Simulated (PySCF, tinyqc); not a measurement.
RKS/BP86 in the sto-3g basis, for CH2, spin multiplicity 1, step by step. The lowest restricted solution is unstable here: a spin-polarised one lies 0.0194 hartree lower (PySCF). Computed by tinyqc, a small Python program that keeps every step (integrals from PySCF). Settings: charge = 0, multiplicity = 1, basis = sto-3g, energy threshold = 1e-08, iteration cap = 51, orthogonalisation = symmetric, start = Wolfsberg-Helmholz matrix, DIIS depth = 0, method = RKS, functional = b88,p86, grid = [20, 50]. Command: `OMP_NUM_THREADS=1 python tinyqc.py 25159 25160 out.jsonl` (the two numbers bound the seeds that draw the settings). One thread of a shared host (Intel(R) Xeon(R) Processor @ 2.60GHz), about 1 s of CPU time with the checks.

Geometry (angstrom):
```
atom        x         y        z
C     0.00000   0.00000  0.00000
H     0.00000   1.28700  0.65600
H     0.00000  -1.28700  0.65600
```

Stop when the energy changes by less than 1e-08 hartree and every element of the error matrix X^T (F D S - S D F) X is below 3e-05.

Course of the cycle:
```
iteration  E (hartree)     change  largest element of the error matrix
1          -38.1655173          -                             4.33e-01
2          -37.9097030   2.56e-01                             4.62e-01
3          -37.5879903   3.22e-01                             5.77e-01
4          -37.6214339  -3.34e-02                             5.01e-01
5          -37.3950829   2.26e-01                             5.88e-01
6          -37.4387055  -4.36e-02                             5.11e-01
7          -37.2692636   1.69e-01                             5.93e-01
8          -37.3392750  -7.00e-02                             5.14e-01
9          -37.2291847   1.10e-01                             5.95e-01
10         -37.3167710  -8.76e-02                             5.14e-01
11         -37.2226695   9.41e-02                             5.95e-01
12         -37.3134437  -9.08e-02                             5.14e-01
13         -37.2217864   9.17e-02                             5.95e-01
14         -37.3129992  -9.12e-02                             5.14e-01
...                ...        ...                                  ...
38         -37.3129319  -9.13e-02                             5.14e-01
39         -37.2216524   9.13e-02                             5.95e-01
40         -37.3129319  -9.13e-02                             5.14e-01
41         -37.2216524   9.13e-02                             5.95e-01
42         -37.3129319  -9.13e-02                             5.14e-01
43         -37.2216524   9.13e-02                             5.95e-01
44         -37.3129319  -9.13e-02                             5.14e-01
45         -37.2216524   9.13e-02                             5.95e-01
46         -37.3129319  -9.13e-02                             5.14e-01
47         -37.2216524   9.13e-02                             5.95e-01
48         -37.3129319  -9.13e-02                             5.14e-01
49         -37.2216524   9.13e-02                             5.95e-01
50         -37.3129319  -9.13e-02                             5.14e-01
51         -37.2216524   9.13e-02                             5.95e-01
```

Can the last value be used, and what does the course show?

Not by the stop rule. Not converged within the cap of 51 iterations: the residual has stopped falling: the iteration swings between two states. Reruns (cap 100 unless said): DIIS 8: converged in 8; damping 0.5: converged in 27; level shift 0.5: converged in 20; atomic densities as start, DIIS 8: converged in 7; the original settings with a cap of 400: not converged. PySCF RKS in the same basis, fine grid = -38.5280705 hartree, which differs from a converged run on this coarse grid by the grid error.
